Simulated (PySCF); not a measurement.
Working out the electron affinity of S

S⁻ [Ne] 3s2 3p5 (2P) → S [Ne] 3s2 3p4 (3P). Calculation: PySCF 2.14, in dyall-av3z; no relativity, point nucleus. Frozen: [Ne]; the 26 highest virtual orbitals dropped. Energies in hartree (1 hartree = 27.21139 eV):

| part | S⁻ (lower) | S (upper) |
| --- | --- | --- |
| UHF | -397.545287 | -397.512786 |
| CCSD correlation | -0.178486 | -0.142553 |
| (T) | -0.008131 | -0.005045 |

**Question.** What does Hartree-Fock give?

**Answer.** (-397.512786) − (-397.545287) = 0.032501 hartree = 0.884 eV.

**Question.** What do CCSD and CCSD(T) give?

**Answer.** The CCSD correlation energies differ by 0.035933 hartree = 0.978 eV and the triples by 0.003086 hartree = 0.084 eV, so CCSD gives 1.862 eV and CCSD(T) 1.946 eV.

A first-order spin-orbit estimate adds -0.003 eV to CCSD(T) (valence), giving 1.943 eV against 2.077 eV (measured; photodetachment measurements, as compiled on the Wikipedia data page of electron affinities).

What remains against the reference includes basis incompleteness, the frozen core and higher excitations.
